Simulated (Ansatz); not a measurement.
Two structures of BNH4S, closed shell, reached by relaxing down either side of one saddle point (PBE0-D4/def2-TZVP). Energies are electronic, without zero-point energy. Program: Ansatz 0.2.0. Basis: def2-TZVPP and def2-QZVPP. Cores are frozen in the correlated methods. Extrapolation: Hartree–Fock as exp(−7.88 √X), correlation as X^−2.97. First:

| atom | x (Å) | y (Å) | z (Å) |
| --- | --- | --- | --- |
| B1 | -0.4260 | 0.1649 | -0.4666 |
| N2 | 0.4944 | 0.7203 | 0.4166 |
| S3 | -0.7903 | -1.6023 | -0.6040 |
| H4 | 0.0552 | -2.0564 | 0.3381 |
| H5 | -1.0426 | 0.8726 | -1.2055 |
| H6 | 0.6612 | 1.7105 | 0.4544 |
| H7 | 1.0482 | 0.1902 | 1.0670 |

Second:

B1  (-0.742, -0.081, -0.536)
N2  (0.549, 0.174, 0.413)
S3  (-1.023, -1.684, -0.965)
H4  (0.955, -0.750, 0.567)
H5  (-1.276, 0.969, -0.763)
H6  (1.240, 0.782, -0.025)
H7  (0.297, 0.589, 1.309)
(Å)

(1) Which bonds change from the first to the second?

(2) Give the saddle point's structure and its height above each. (Judge from chemistry; the value comes from the calculation.)

No T1 diagnostic of these runs exceeds 0.019.

Answers

(1) BNH₄S ([NH2][BH][SH]) → BHS ([BH][S]) + NH₃ (still joined by a long B–N bond); bonds formed: N2–H4; bonds broken: S3–H4; bonds weakened to dative contacts: B1–N2.

(2) Computed: 188.4 kJ/mol above the first and 84.0 kJ/mol above the second (CCSD(T) at an estimated basis limit (MP2 extrapolated from triple and quadruple zeta, plus CCSD(T) − MP2 in triple zeta)).
```xyz
7
angstrom
B -0.6695 0.0585 -0.4650
N 0.5603 0.2727 0.4352
S -0.6982 -1.6605 -0.7321
H 0.5008 -1.0705 0.2002
H -1.3745 0.9457 -0.8359
H 1.3126 0.8230 0.0311
H 0.3685 0.6309 1.3664
```

Labels in which every atom is bracketed show which atoms are joined, not bond orders.

For scale, one of the runs: CCSD(T)/def2-TZVPP, 160 basis functions, launched by `ansatz run in.yaml --threads 2 --pin off --events-out ev --progress --plain --max-ram 4352MiB`. The run took 17 s on 2 CPU threads of an Arm Neoverse V2 (shared host), with 1.1 GiB of host memory at its peak.
